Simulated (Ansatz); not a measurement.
C4H4N2 can be A, `c1ccnnc1`, or B, `N#CCCC#N`.

Calculated with Ansatz (gas phase, PBE0-D4/def2-TZVP geometries, no zero-point term in ΔE). CCSD(T)/CBS is the MP2 limit (def2-TZVPP, def2-QZVPP) plus CCSD(T) − MP2 in def2-TZVPP, frozen cores. Functionals use def2-TZVPP. B3LYP here is the variant with VWN-RPA as its local correlation; programs differ in this. Each species was taken in one conformer, which may not be the lowest.

Which isomer does CCSD(T)/CBS put lower? Give the gap. (Best estimate.)

Computed: B, by 15.5 kcal/mol.

Give E(B) − E(A) in kcal/mol with HF/def2-TZVPP, PBE-D4, B3LYP, CCSD(T)/def2-TZVPP, B2PLYP, r2SCAN-D4, ωB97M-V. (Estimate.)

The calculation gave: HF/def2-TZVPP -25.5, PBE-D4 -3.5, B3LYP -11.7, CCSD(T)/def2-TZVPP -18.1, B2PLYP -15.2, r2SCAN-D4 -5.8, ωB97M-V -13.5. None reverses the order clearly.

Does the order hold for the free energy at 298.15 K (harmonic terms from PBE0-D4)? (Estimate.)

Ansatz gave: Yes: G(B) − G(A) = -18.9 kcal/mol, for one conformer each.

Largest T1 diagnostic: 0.013.

At CCSD(T), def2-SVP lies −3.7 kcal/mol from the extrapolated value and def2-TZVPP −2.6 kcal/mol. Leaving LDA and LC-ωPBE aside and taking each functional with its dispersion term where it has one, the values spread over 11.7 kcal/mol, from B2PLYP to PBE-D4. LDA lies +12.5 kcal/mol from PBE without D4.
